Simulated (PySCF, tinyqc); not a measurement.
Worked calculation: FCI on RHF in the sto-3g basis, for HF, spin multiplicity 1. The lowest restricted solution is unstable here: a spin-polarised one lies 0.0060 hartree lower (PySCF). Computed by tinyqc, a small Python program that keeps every step (integrals from PySCF). Settings: charge = 0, multiplicity = 1, basis = sto-3g, method = RHF, energy threshold = 1e-10, iteration cap = 54, orthogonalisation = symmetric, start = Wolfsberg-Helmholz matrix, DIIS depth = 6, ci = FCI. Command: `OMP_NUM_THREADS=1 python tinyqc.py 28842 28843 out.jsonl` (the two numbers bound the seeds that draw the settings). One thread of a shared host (Intel(R) Xeon(R) Processor @ 2.60GHz), about 0.1 s of CPU time with the checks. Later iterations appear only in the table of the cycle.

## One-electron integrals

Geometry (angstrom):

| atom | x | y | z |
|---|---|---|---|
| F | 0.000000 | 0.000000 | 0.000000 |
| H | 0.000000 | 0.000000 | 1.280000 |

Basis sto-3g: exponents (1/bohr^2) and contraction coefficients of normalised primitives:

| element | l (shell) | exponent | coefficient |
|---|---|---|---|
| F | s (1) | 166.679130 | 0.154329 |
| F | s (1) | 30.360812 | 0.535328 |
| F | s (1) | 8.216821 | 0.444635 |
| F | s (2) | 6.464803 | -0.099967 |
| F | s (2) | 1.502281 | 0.399513 |
| F | s (2) | 0.488588 | 0.700115 |
| F | p (3) | 6.464803 | 0.155916 |
| F | p (3) | 1.502281 | 0.607684 |
| F | p (3) | 0.488588 | 0.391957 |
| H | s (1) | 3.425251 | 0.154329 |
| H | s (1) | 0.623914 | 0.535328 |
| H | s (1) | 0.168855 | 0.444635 |

Overlap, kinetic and nuclear-attraction integrals over the contracted functions; the nuclear repulsion is the sum of Za Zb / Rab.

nuclear repulsion = 3.72077726 hartree

overlap S, lower triangle:
```
           1F 1s     1F 2s    1F 2px    1F 2py    1F 2pz     2H 1s
1F 1s   1.000000
1F 2s   0.237990  1.000000
1F 2px  0.000000  0.000000  1.000000
1F 2py  0.000000  0.000000  0.000000  1.000000
1F 2pz  0.000000  0.000000  0.000000  0.000000  1.000000
2H 1s   0.020901  0.245962  0.000000  0.000000  0.218478  1.000000
```

kinetic energy T (hartree), lower triangle:
```
            1F 1s     1F 2s    1F 2px    1F 2py    1F 2pz     2H 1s
1F 1s   36.984577
1F 2s   -0.212858  1.037995
1F 2px   0.000000  0.000000  3.248015
1F 2py   0.000000  0.000000  0.000000  3.248015
1F 2pz   0.000000  0.000000  0.000000  0.000000  3.248015
2H 1s   -0.006794  0.008107  0.000000  0.000000  0.071558  0.760032
```

nuclear attraction V (hartree), lower triangle:
```
             1F 1s       1F 2s      1F 2px      1F 2py      1F 2pz      2H 1s
1F 1s   -77.422999
1F 2s    -9.275198  -11.954469
1F 2px    0.000000    0.000000  -11.845888
1F 2py    0.000000    0.000000    0.000000  -11.845888
1F 2pz   -0.007728   -0.096371    0.000000    0.000000  -11.894190
2H 1s    -0.833871   -2.069574    0.000000    0.000000   -1.568703  -4.909761
```

core Hamiltonian H = T + V (hartree), lower triangle:
```
             1F 1s       1F 2s     1F 2px     1F 2py     1F 2pz      2H 1s
1F 1s   -40.438423
1F 2s    -9.488056  -10.916474
1F 2px    0.000000    0.000000  -8.597874
1F 2py    0.000000    0.000000   0.000000  -8.597874
1F 2pz   -0.007728   -0.096371   0.000000   0.000000  -8.646176
2H 1s    -0.840665   -2.061467   0.000000   0.000000  -1.497145  -4.149729
```

## Two-electron integrals

Functions are numbered as in S; the eight-fold symmetry (ij|kl) = (ji|kl) = (kl|ij) leaves the list below.

Two-electron integrals (ij|kl) in chemists' order, unique and non-zero (hartree):
```
(11|11) 5.403501   (21|11) 0.841920   (21|21) 0.156299   (22|11) 1.268028
(22|21) 0.292344   (22|22) 0.926167   (31|31) 0.027998   (32|31) 0.043169
(32|32) 0.204588   (33|11) 1.264502   (33|21) 0.292403   (33|22) 0.925959
(33|33) 0.997514   (41|41) 0.027998   (42|41) 0.043169   (42|42) 0.204588
(43|43) 0.053770   (44|11) 1.264502   (44|21) 0.292403   (44|22) 0.925959
(44|33) 0.889973   (44|44) 0.997514   (51|51) 0.027998   (52|51) 0.043169
(52|52) 0.204588   (53|53) 0.053770   (54|54) 0.053770   (55|11) 1.264502
(55|21) 0.292403   (55|22) 0.925959   (55|33) 0.889973   (55|44) 0.889973
(55|55) 0.997514   (61|11) 0.074795   (61|21) 0.013780   (61|22) 0.025653
(61|33) 0.025616   (61|44) 0.025616   (61|51) 0.000539   (61|52) 0.001020
(61|55) 0.025732   (61|61) 0.001226   (62|11) 0.210913   (62|21) 0.049372
(62|22) 0.177208   (62|33) 0.174540   (62|44) 0.174540   (62|51) 0.003324
(62|52) 0.027259   (62|55) 0.182367   (62|61) 0.004421   (62|62) 0.043649
(63|31) 0.004903   (63|32) 0.030075   (63|53) 0.005565   (63|63) 0.006162
(64|41) 0.004903   (64|42) 0.030075   (64|54) 0.005565   (64|64) 0.006162
(65|11) 0.152542   (65|21) 0.036139   (65|22) 0.138981   (65|33) 0.133283
(65|44) 0.133283   (65|51) 0.007006   (65|52) 0.050019   (65|55) 0.150216
(65|61) 0.003352   (65|62) 0.042163   (65|65) 0.046674   (66|11) 0.409115
(66|21) 0.097289   (66|22) 0.403829   (66|33) 0.391920   (66|44) 0.391920
(66|51) 0.007202   (66|52) 0.084802   (66|55) 0.427325   (66|61) 0.008738
(66|62) 0.134986   (66|65) 0.152611   (66|66) 0.774606
```

## Orthogonalisation

S = U s U^T; symmetric (Loewdin) form X = U s^(-1/2) U^T, so that X^T S X = 1.

eigenvalues of S: 0.626704  0.854255  1.000000  1.000000  1.126633  1.392409

X, lower triangle:
```
            1F 1s      1F 2s    1F 2px    1F 2py     1F 2pz     2H 1s
1F 1s    1.022571
1F 2s   -0.126466   1.048142
1F 2px   0.000000   0.000000  1.000000
1F 2py   0.000000   0.000000  0.000000  1.000000
1F 2pz  -0.002639   0.022490  0.000000  0.000000   1.019470
2H 1s    0.013266  -0.135054  0.000000  0.000000  -0.117410  1.044536
```

## Starting guess

The start is the generalised Wolfsberg-Helmholz matrix (K = 1.75) built on H; D = 2 C_occ C_occ^T.

D at the start, lower triangle:
```
            1F 1s      1F 2s    1F 2px    1F 2py    1F 2pz     2H 1s
1F 1s    2.105073
1F 2s   -0.442509   1.878389
1F 2px   0.000000   0.000000  2.000000
1F 2py   0.000000   0.000000  0.000000  2.000000
1F 2pz   0.042434  -0.158101  0.000000  0.000000  1.900270
2H 1s   -0.110768   0.342152  0.000000  0.000000  0.177960  0.085451
```

## Iteration 1: building the Fock matrix

J_ij = sum D_kl (ij|kl), K_ij = sum D_kl (ik|jl); F = H + J - 0.5 K; E = tr D H + tr D J / 2 - 0.25 tr D K + E_nn.

Coulomb J (hartree), lower triangle:
```
            1F 1s      1F 2s    1F 2px    1F 2py    1F 2pz     2H 1s
1F 1s   20.689416
1F 2s    3.960277   9.813227
1F 2px   0.000000   0.000000  9.803252
1F 2py   0.000000   0.000000  0.000000  9.803252
1F 2pz  -0.006010  -0.017551  0.000000  0.000000  9.806909
2H 1s    0.349217   1.824960  0.000000  0.000000  1.411315  4.098113
```

exchange K (hartree), lower triangle:
```
            1F 1s      1F 2s    1F 2px    1F 2py    1F 2pz     2H 1s
1F 1s   11.081589
1F 2s    1.947799   3.140874
1F 2px   0.000000   0.000000  2.631775
1F 2py   0.000000   0.000000  0.000000  2.631775
1F 2pz   0.003661  -0.067034  0.000000  0.000000  2.605782
2H 1s    0.175914   0.695288  0.000000  0.000000  0.462442  0.391895
```

Fock matrix F (hartree), lower triangle:
```
             1F 1s      1F 2s     1F 2px     1F 2py     1F 2pz      2H 1s
1F 1s   -25.289801
1F 2s    -6.501679  -2.673684
1F 2px    0.000000   0.000000  -0.110509
1F 2py    0.000000   0.000000   0.000000  -0.110509
1F 2pz   -0.015569  -0.080404   0.000000   0.000000  -0.142158
2H 1s    -0.579405  -0.584151   0.000000   0.000000  -0.317051  -0.247564
```

total energy of this density = -98.14731100 hartree

## Iteration 1: diagonalisation and new density

Diagonalise F' = X^T F X, C = X C', fill 5 alpha and 5 beta electrons from the bottom; D = 2 C_occ C_occ^T. Each column has its largest component positive (the first on a tie).

F' = X^T F X (hartree), lower triangle:
```
            1          2          3          4          5          6
1  -24.819214
2   -3.384357  -1.478913
3    0.000000   0.000000  -0.110509
4    0.000000   0.000000   0.000000  -0.110509
5   -0.024586  -0.016782   0.000000   0.000000  -0.076895
6   -0.022152  -0.320440   0.000000   0.000000  -0.299283  -0.077968
```

orbital energies (hartree): MO1 -25.300250, MO2 -1.105705, MO3 -0.307427, MO4 -0.110509, MO5 -0.110509, MO6 0.260392

coefficients C:
```
              MO1        MO2        MO3       MO4        MO5        MO6
1F 1s    0.994634  -0.250529   0.079929  0.000000   0.000000   0.058112
1F 2s    0.021925   0.953797  -0.363056  0.000000   0.000000  -0.302197
1F 2px   0.000000   0.000000   0.000000  0.767379  -0.641194   0.000000
1F 2py   0.000000   0.000000   0.000000  0.641194   0.767379   0.000000
1F 2pz   0.001350   0.090626   0.692004  0.000000   0.000000  -0.752682
2H 1s   -0.003206   0.192553   0.569515  0.000000   0.000000   0.872825
```

D after iteration 1, lower triangle:
```
            1F 1s      1F 2s    1F 2px    1F 2py    1F 2pz     2H 1s
1F 1s    2.116901
1F 2s   -0.492331   2.084037
1F 2px   0.000000   0.000000  2.000000
1F 2py   0.000000   0.000000  0.000000  2.000000
1F 2pz   0.067898  -0.329535  0.000000  0.000000  0.974170
2H 1s   -0.011817  -0.046358  0.000000  0.000000  0.823106  0.722868
```

Within a degenerate level the vectors are fixed only up to a rotation; this is one choice.

## Iteration 6 (converged): orbitals

converged F (hartree), lower triangle:
```
             1F 1s      1F 2s     1F 2px     1F 2py     1F 2pz      2H 1s
1F 1s   -25.919280
1F 2s    -6.625746  -3.015604
1F 2px    0.000000   0.000000  -0.463825
1F 2py    0.000000   0.000000   0.000000  -0.463825
1F 2pz   -0.014358  -0.018882   0.000000   0.000000  -0.206320
2H 1s    -0.594389  -0.596449   0.000000   0.000000  -0.411382  -0.268155
```

As before.

F' = X^T F X (hartree), lower triangle:
```
            1          2          3          4          5          6
1  -25.451138
2   -3.391213  -1.825695
3    0.000000   0.000000  -0.463825
4    0.000000   0.000000   0.000000  -0.463825
5   -0.030970   0.054021   0.000000   0.000000  -0.118574
6   -0.032658  -0.294886   0.000000   0.000000  -0.398883  -0.079083
```

orbital energies (hartree): MO1 -25.928510, MO2 -1.411252, MO3 -0.472470, MO4 -0.463825, MO5 -0.463825, MO6 0.337742

coefficients C:
```
              MO1        MO2        MO3       MO4        MO5        MO6
1F 1s    0.994999  -0.259063   0.047158  0.000000   0.000000   0.049659
1F 2s    0.020470   1.001094  -0.239988  0.000000   0.000000  -0.270443
1F 2px   0.000000   0.000000   0.000000  0.838018  -0.545643   0.000000
1F 2py   0.000000   0.000000   0.000000  0.545643   0.838018   0.000000
1F 2pz   0.001145   0.020485   0.685239  0.000000   0.000000  -0.763965
2H 1s   -0.002812   0.092183   0.604335  0.000000   0.000000   0.865754
```

D after iteration 6, lower triangle:
```
            1F 1s      1F 2s    1F 2px    1F 2py    1F 2pz     2H 1s
1F 1s    2.118723
1F 2s   -0.500593   2.120404
1F 2px   0.000000   0.000000  2.000000
1F 2py   0.000000   0.000000  0.000000  2.000000
1F 2pz   0.056294  -0.287837  0.000000  0.000000  0.939946
2H 1s    0.003641  -0.105613  0.000000  0.000000  0.831998  0.747454
```

Within a degenerate level the vectors are fixed only up to a rotation; this is one choice.

## Convergence

Stop when the energy changes by less than 1e-10 hartree and every element of the error matrix X^T (F D S - S D F) X is below 3e-06.

Course of the cycle:

| iteration | E (hartree) | change | largest element of the error matrix |
|---|---|---|---|
| 1 | -98.14731100 | - | 4.55e-01 |
| 2 | -98.49325772 | -3.46e-01 | 5.43e-02 |
| 3 | -98.49568753 | -2.43e-03 | 1.10e-02 |
| 4 | -98.49577356 | -8.60e-05 | 3.28e-04 |
| 5 | -98.49577362 | -6.25e-08 | 3.92e-06 |
| 6 | -98.49577362 | -8.63e-12 | 1.81e-07 |

PySCF RHF in the same basis = -98.49577362 hartree

Converged in 6 iterations.

## Populations, bond orders and dipole

Mulliken: Z minus the diagonal of D S on the atom; Loewdin: the same with S^(1/2) D S^(1/2); Mayer order: 2 sum_s sum (D(s) S)_ij (D(s) S)_ji over the two atoms.

Charges (e):

| atom | Mulliken | Loewdin |
|---|---|---|
| 1F | -0.096674 | -0.081258 |
| 2H | 0.096674 | 0.081258 |

Mayer bond orders:

| pair | order |
|---|---|
| 2-1 | 0.990654 |

dipole moment about the origin, x y z (debye): 0.000000  0.000000  1.002160

## Integrals over molecular orbitals

(pq|rs) = sum C_ip C_jq C_kr C_ls (ij|kl), one index at a time.

one-electron integrals over orbitals h = C^T H C (hartree), lower triangle:
```
            1          2          3          4          5          6
1  -40.421191
2    0.724086  -9.121699
3   -0.124138   0.475365  -6.738031
4    0.000000   0.000000   0.000000  -8.597874
5    0.000000   0.000000   0.000000   0.000000  -8.597874
6   -0.135918   0.744446   2.294897   0.000000   0.000000  -5.965671
```

Two-electron integrals over orbitals (pq|rs), unique and non-zero (hartree):
```
(11|11) 5.364580    (21|11) -0.523020   (21|21) 0.080373    (22|11) 1.235907
(22|21) -0.022909   (22|22) 0.874675    (31|11) 0.094410    (31|21) -0.014081
(31|22) 0.006006    (31|31) 0.017006    (32|11) -0.114751   (32|21) 0.004737
(32|22) -0.045608   (32|31) 0.020506    (32|32) 0.132389    (33|11) 0.878311
(33|21) -0.008388   (33|22) 0.685532    (33|31) -0.001889   (33|32) -0.012492
(33|33) 0.669252    (41|41) 0.029532    (42|41) 0.040172    (42|42) 0.189936
(43|41) -0.006593   (43|42) -0.026470   (43|43) 0.034532    (44|11) 1.264027
(44|21) -0.015133   (44|22) 0.896382    (44|31) 0.002789    (44|32) -0.063696
(44|33) 0.671771    (44|44) 0.997514    (51|51) 0.029532    (52|51) 0.040172
(52|52) 0.189936    (53|51) -0.006593   (53|52) -0.026470   (53|53) 0.034532
(54|54) 0.053770    (55|11) 1.264027    (55|21) -0.015133   (55|22) 0.896382
(55|31) 0.002789    (55|32) -0.063696   (55|33) 0.671771    (55|44) 0.889973
(55|55) 0.997514    (61|11) 0.100335    (61|21) -0.016006   (61|22) 0.002754
(61|31) -0.012556   (61|32) -0.023025   (61|33) 0.005212    (61|44) 0.002942
(61|55) 0.002942    (61|61) 0.019424    (62|11) -0.145944   (62|21) 0.003913
(62|22) -0.080927   (62|31) -0.019920   (62|32) -0.078750   (62|33) -0.021392
(62|44) -0.080316   (62|55) -0.080316   (62|61) 0.019096    (62|62) 0.091368
(63|11) -0.426431   (63|21) 0.007120    (63|22) -0.242917   (63|31) 0.001379
(63|32) 0.077558    (63|33) -0.091202   (63|44) -0.250442   (63|55) -0.250442
(63|61) -0.004595   (63|62) 0.034485    (63|63) 0.236464    (64|41) -0.006587
(64|42) -0.026983   (64|43) -0.022731   (64|64) 0.028850    (65|51) -0.006587
(65|52) -0.026983   (65|53) -0.022731   (65|65) 0.028850    (66|11) 0.833729
(66|21) -0.008889   (66|22) 0.635284    (66|31) 0.009681    (66|32) 0.043577
(66|33) 0.644509    (66|44) 0.620332    (66|55) 0.620332    (66|61) -0.006958
(66|62) -0.051918   (66|63) -0.027048   (66|66) 0.669759
```

## FCI: determinants and Hamiltonian

Hartree-Fock energy = -98.49577362 hartree

Slater-Condon rules over spin orbitals, with the nuclear repulsion added and E(HF) subtracted on the diagonal. Only determinants linked to the reference directly or through others are kept (one block of an abelian symmetry group), so some states are absent.

Occupation strings over the orbitals (2 doubly, a alpha, b beta, 0 empty; spin orbitals ordered 1a 1b 2a 2b ...): 222220 22a22b 2a222b a2222b 22b22a 2b222a b2222a 222202 222022 220222 2ab222 a2b222 2ba222 202222 ab2222 b2a222 ba2222 022222

H - E(HF) between determinants (hartree), lower triangle:
```
           222220     22a22b     2a222b     a2222b     22b22a     2b222a     b2222a     222202
222220   0.000000
22a22b   0.000000   0.402168
2a222b   0.000000  -0.009092   1.205079
a2222b   0.000000  -0.014276   0.027985  25.451948
22b22a   0.000000  -0.236464  -0.034485   0.004595   0.402168
2b222a   0.000000  -0.034485  -0.091368  -0.019096  -0.009092   1.205079
b2222a   0.000000   0.004595  -0.019096  -0.019424  -0.014276   0.027985  25.451948
222202   0.028850   0.022731   0.026983   0.006587  -0.022731  -0.026983  -0.006587   0.846781
222022   0.028850   0.022731   0.026983   0.006587  -0.022731  -0.026983  -0.006587   0.053770
220222   0.236464   0.064153  -0.077558  -0.001379  -0.064153   0.077558   0.001379   0.034532
2ab222  -0.034485   0.077558  -0.215869   0.007120  -0.030526   0.078750   0.019920   0.026470
a2b222   0.004595   0.001379   0.007120  -0.399382  -0.012170   0.023025   0.012556   0.006593
2ba222   0.034485  -0.030526   0.078750   0.019920   0.077558  -0.215869   0.007120  -0.026470
202222   0.091368   0.078750   0.029010  -0.003913  -0.078750  -0.029010   0.003913   0.189936
ab2222  -0.019096  -0.019920   0.003913  -0.094026   0.023025  -0.009712   0.016006  -0.040172
b2a222  -0.004595  -0.012170   0.023025   0.012556   0.001379   0.007120  -0.399382  -0.006593
ba2222   0.019096   0.023025  -0.009712   0.016006  -0.019920   0.003913  -0.094026   0.040172
022222   0.019424   0.012556   0.016006  -0.107292  -0.012556  -0.016006   0.107292   0.029532

           222022     220222     2ab222     a2b222     2ba222     202222     ab2222     b2a222
222022   0.846781
220222   0.034532   0.854329
2ab222   0.026470   0.065161   1.682744
a2b222   0.006593   0.025846   0.028485  25.923949
2ba222  -0.026470  -0.065161  -0.132389  -0.020506   1.682744
202222   0.189936   0.132389   0.098278  -0.004737  -0.098278   2.684023
ab2222  -0.040172  -0.020506   0.004737  -0.167421   0.017951  -0.013964  27.093680
b2a222  -0.006593  -0.025846  -0.020506  -0.017006   0.028485   0.004737   0.014081  25.923949
ba2222   0.040172   0.020506   0.017951   0.014081   0.004737   0.013964  -0.080373  -0.167421
022222   0.029532   0.017006   0.014081  -0.070452  -0.014081   0.080373   0.486146   0.070452

           ba2222     022222
ba2222  27.093680
022222  -0.486146  55.270778
```

## FCI: roots

Diagonalise (each vector has its largest component positive (the first on a tie)); all determinants have Ms = 0, so triplets appear too. The lowest singlet root is the correlation energy.

lowest roots of this matrix, relative to E(HF) (hartree): -0.066498  0.162486  0.597877  0.793010  0.821456  0.929249  1.075080  1.186414

lowest vectors:
```
           root 1     root 2     root 3     root 4
222220   0.965939   0.000000  -0.095136   0.000000
22a22b   0.022777   0.706186   0.673968   0.000000
2a222b  -0.008128   0.029307  -0.076474   0.000000
a2222b   0.000038   0.000287   0.000624   0.000000
22b22a  -0.022777   0.706186  -0.673968   0.000000
2b222a   0.008128   0.029307   0.076474   0.000000
b2222a  -0.000038   0.000287  -0.000624   0.000000
222202  -0.017769   0.000000  -0.027738   0.707107
222022  -0.017769   0.000000  -0.027738  -0.707107
220222  -0.251892   0.000000  -0.245804   0.000000
2ab222   0.025418  -0.021042  -0.065233   0.000000
a2b222   0.000024   0.000272   0.000012   0.000000
2ba222  -0.025418  -0.021042   0.065233   0.000000
202222  -0.020446   0.000000  -0.017778   0.000000
ab2222   0.000482  -0.000055   0.000749   0.000000
b2a222  -0.000024   0.000272  -0.000012   0.000000
ba2222  -0.000482  -0.000055  -0.000749   0.000000
022222  -0.000240   0.000000  -0.000076   0.000000
```

<S^2> of these roots: 0.000000  2.000000  0.000000  0.000000  0.000000  0.000000  2.000000  0.000000

weight of the ground state by excitation level 0, 1, 2, ...: 0.933039  0.001170  0.065792
